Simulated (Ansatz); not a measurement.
CH$_{4}$S, charge +1, sextet, geometry from GFN2-xTB of the parent state (a state made from the parent by changing its charge; the spin is typed, not shown lowest); BLYP/6-31G* (Ansatz, a first-principles code).

Input for Ansatz:
Ansatz 0.2 input:
```yaml
crystal:
  periodic: [false, false, false]
  atoms:
    - {symbol: C, position_ang: [-1.02943993, -0.44430689, 0.04872881]}
    - {symbol: S, position_ang: [0.55907768, 0.33245669, -0.03583469]}
    - {symbol: H, position_ang: [-1.13665527, -0.99947606, 0.98682976]}
    - {symbol: H, position_ang: [-1.80491537, 0.31648919, -0.02717459]}
    - {symbol: H, position_ang: [-1.14183024, -1.17864672, -0.75616545]}
    - {symbol: H, position_ang: [1.31479765, -0.79183217, 0.07749249]}
basis:
  gaussian:
    orbitals: 6-31G*
hamiltonian:
  xc: blyp
total_charge: 1
magnetization: {spin_polarized: true, initial_magnetization: 5}
```

Q: What does Ansatz print? Leave out banner, timings and long lists.

A: 
```
Functional definition: BLYP
561 factors; their error is unknown
mean field evaluation 1: about -11900.1629 eV, gradient 4.4e1 eV
mean field evaluation 2: about -11864.9880 eV, gradient 7.5e1 eV
mean field evaluation 4: about -11908.7039 eV, gradient 9.9e0 eV
mean field evaluation 8: about -11909.5106 eV, gradient 1.5e-1 eV
mean field evaluation 16: about -11909.4819 eV, gradient 1.5e-4 eV
mean field evaluation 32: about -11909.3382 eV, gradient 4.4e0 eV
mean field -11909.48190684 eV, -437.6653875396 hartree, gradient 3.0e-5 eV, S^2 8.752666; 5 other end points of the search recorded, 0 dependent functions left out
reference -11909.48213703 eV, -437.6653959991 hartree; 15, 10 occupied and 27, 32 virtual orbitals, 561 factors
Total energy: -11909.48213703 eV, -437.6653959991 hartree
```
